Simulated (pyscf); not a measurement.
Optimised with ωB97X-D3(BJ)/def2-SVP in PySCF.

Q: Estimate the classical barrier height and the reaction energy of `[ClH]` + `[Cl][Ge]([Cl])[Cl]` [doublet] → `[Cl][Ge]([Cl])([Cl])[Cl]` + `[H]` [doublet] at ωB97M-D3(BJ)/def2-TZVP. The step runs on the doublet surface, breaks Cl–H and forms Cl–Ge; take the separated reactants as zero.

A: ΔE‡ = 1.15 eV, ΔE = +0.66 eV. Zero-point energy shifts the barrier by -0.11 eV. It is an atom transfer, with an imaginary mode of 1162i cm⁻¹. This is the saddle that the search found; another between the same sides may lie lower. The angle at the transferred Cl is 180°. Elements up to Kr have no core potential and no relativistic terms here.
